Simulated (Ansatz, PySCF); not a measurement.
Pair of molecules: CH5N (SMILES CN) (first 7 atoms) with CH5N (SMILES CN); geometry from S66by8 set.
(charge 0, multiplicity 1):
```xyz
14

N     -2.729     0.417    -0.750
H     -1.900    -0.168    -0.801
H     -3.391     0.027    -1.409
C     -3.289     0.337     0.597
H     -4.183     0.955     0.658
H     -3.553    -0.670     0.934
H     -2.571     0.745     1.306
N      2.900    -0.910    -0.360
H      3.196    -0.636    -1.288
H      3.524    -1.658    -0.085
C      3.060     0.225     0.554
H      2.790    -0.090     1.559
H      4.068     0.647     0.591
H      2.368     1.011     0.261
```

Interaction energies are E(AB) − E(A) − E(B) at the monomers' geometry in the complex; basis-set methods are counterpoise corrected.

Frozen-core correlation.

Codes used: Ansatz (a quantum-chemistry and plane-wave program) with Gaussian orbitals; PySCF for the dispersion terms. Values without a source in brackets are computed.

PBE/def2-TZVPPD gives -13.4 meV for the interaction energy.

Problem. Predict the shift from PBE, with its sign, for: PBE-D3(BJ)/def2-TZVPPD, r2SCAN/def2-TZVPPD, PBE0/def2-TZVPPD, wB97M-V/def2-TZVPPD, MP2/aug-cc-pVDZ, CCSD(T)/aug-cc-pVDZ.

Solution. PBE-D3(BJ)/def2-TZVPPD -3.8; r2SCAN/def2-TZVPPD 0.4; PBE0/def2-TZVPPD 0.1; wB97M-V/def2-TZVPPD -3.5; MP2/aug-cc-pVDZ -3.7; CCSD(T)/aug-cc-pVDZ -3.3 meV. 2 of 6 lie above PBE; the widest gap is to PBE-D3(BJ)/def2-TZVPPD. Against computed benchmark interaction energy, Řezáč et al., J. Chem. Theory Comput. 7, 2427 (2011), S66x8, -16.9 meV, PBE differs by 3.5 meV.
